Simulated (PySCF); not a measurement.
# Bond length, frequency and bond energy of O2 by level of theory

State: ³Σg⁻ (triplet), unpaired electrons π ↑↑. Set-up: O x2c-SVPall; spin-free X2C with a Gaussian nucleus (PySCF 2.14). De refers to O + O in their high-spin ground configurations, without counterpoise correction. The functionals are run spin-unrestricted.

```tsv
Level	Re (Å)	ωe (cm⁻¹)	De (eV)
UHF	1.153	2046	1.51
UHF-MP2	1.221	1487	5.21
UHF-SCS-MP2	1.207	1599	4.69
UHF-CCSD	1.198	1710	4.48
UHF-CCSD(T)	1.207	1639	4.70
PBE	1.214	1608	6.42
revPBE	1.218	1589	6.03
PW91	1.214	1606	6.41
r²SCAN	1.202	1674	5.71
PBE0	1.188	1771	5.50
M06-2X	1.183	1825	5.39
CAM-B3LYP	1.191	1764	5.56
```

Q: Which functional lies closest to UHF-CCSD(T) in De, which farthest, and by how much do they differ from it?

A: Closest is M06-2X (-2.4 pm in Re, +11.3 % in ωe, +0.69 eV in De against UHF-CCSD(T) in the same basis), farthest PBE (+0.7 pm in Re, -1.9 % in ωe, +1.72 eV in De). CCSD(T) converges more slowly with the basis than the functionals do and binds too weakly in this one, so the order can change at the basis-set limit.

Q: What does the step from GGA to meta-GGA do here, going from PBE to r²SCAN?

A: r²SCAN less PBE: -1.2 pm in Re, +4.1 % in ωe, -0.71 eV in De. 

Q: What does second-order correlation do here, going from UHF to UHF-MP2?

A: UHF-MP2 less UHF: +6.8 pm in Re, -27.3 % in ωe, +3.70 eV in De. Correlation nearly always deepens the well. The bond lengthens, as in strong covalent bonds, where excitations into antibonding orbitals dominate.

Measured (Huber and Herzberg, Constants of Diatomic Molecules (1979)): Re = 1.20752 Å, ωe = 1580.193 cm⁻¹.

Correlated steps freeze 2 core orbitals. Correlated levels converge slowly with the basis: in double zeta they bind strong bonds too weakly, by up to about 1 eV, and carry superposition errors of some tenths. The state was picked by a PBE0 search and need not be the measured ground state.

The whole job (state search and all levels along the bond) took about 0.58 min on 1 thread of Arm Neoverse V1 (shared host), peak memory 0.35 GiB.
